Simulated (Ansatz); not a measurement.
# Mg2− (quartet): from Hartree-Fock to the top rungs at distance Mg1–Mg2 = 6.087 Å, aug-cc-pVDZ

An exercise on one series of results from a longer session: the logs are not shown, and one member is left open.

The runs use Ansatz 0.2.0, Gaussian basis; aug-cc-pVDZ, core rule «outside noble gas», up to 10 orbitals frozen.

To be run: UHF; CCSD(T) on ROHF; CCSD(T) on UHF; BCCD(T) on ROHF; CISD; CCSDT(Q) on ROHF; CCSDT(Q) on UHF; CASSCF and MRCISD+Q, 5 electrons in 5 orbitals; CASSCF and NEVPT2, 5 electrons in 5 orbitals.

36 further runs of the same task are left out: 12 for a known fault of the program, 23 that didn't finish, 1 set aside as unsound or not needed.

### The geometry

The geometry derives from a PBE0/def2-TZVPD stationary point (not a proven minimum). One bond is set to the value named and the two fragments are kept rigid.

2 atoms, charge -1, spin multiplicity 4.

Atoms are counted from 1 here; the program's logs count them from 0.

No contacts short enough for the rule that draws bonds.

As a file:

```xyz
2
charge -1, multiplicity 4
Mg    0.0000    0.0000    0.0000
Mg    0.0000    0.0000    6.0870
```

The first run:

Contents of in.yaml:

```yaml
crystal:
  periodic: [false, false, false]
  atoms:
    - {symbol: Mg, position_ang: [0.000000, 0.000000, 0.000000]}
    - {symbol: Mg, position_ang: [0.000000, 0.000000, 6.087000]}
basis:
  gaussian: {orbitals: aug-cc-pVDZ}
total_charge: -1
magnetization: {spin_polarized: true, initial_magnetization: 3}
hamiltonian: {xc: hf}
output: {orbitals: {seedname: orbitals}}
```

On the command line:

```sh
$ ansatz run in.yaml --threads 1 --pin off --events-out ev --progress --plain --max-ram 2393MiB
```

Steps of the session up to this table: UHF; CCSD(T) on ROHF; CCSD(T) on UHF; BCCD(T) on ROHF; CISD; CCSDT(Q) on ROHF; CCSDT(Q) on UHF; CASSCF and MRCISD+Q, 5 electrons in 5 orbitals; CASSCF and NEVPT2, 5 electrons in 5 orbitals.

One table of the session follows, with a row left open; its other results are not shown here.

```
       method  from UCCSDT(Q) (kJ/mol)
         ROHF                   +127.3
          UHF                   +127.1
         RMP2                    +47.4
         UMP2                    +47.5
         CISD                     +7.9
        RCCSD                     +2.9
        UCCSD                     +2.9
     RCCSD(T)                     +1.3
     UCCSD(T)                     +1.2
      BCCD(T)                     +1.3
       RCCSDT                     +0.1
       UCCSDT                     +0.1
    RCCSDT(Q)                     +0.1
    UCCSDT(Q)                        0
  CASSCF pair                    +93.6
  NEVPT2 pair                        ?
  MRCISD pair                     +7.4
MRCISD+Q pair                     -0.2
```

Estimate the missing values for NEVPT2 pair.

**Answer.** from UCCSDT(Q) (kJ/mol): +52.7. In the column «from UCCSDT(Q) (kJ/mol)» it lies between UMP2 (+47.5) and CASSCF pair (+93.6).

To keep in mind: Restricted and unrestricted rows rest on different reference determinants; where their highest levels disagree by more than a few hundredths of an eV, they describe different states and don't form one ladder.
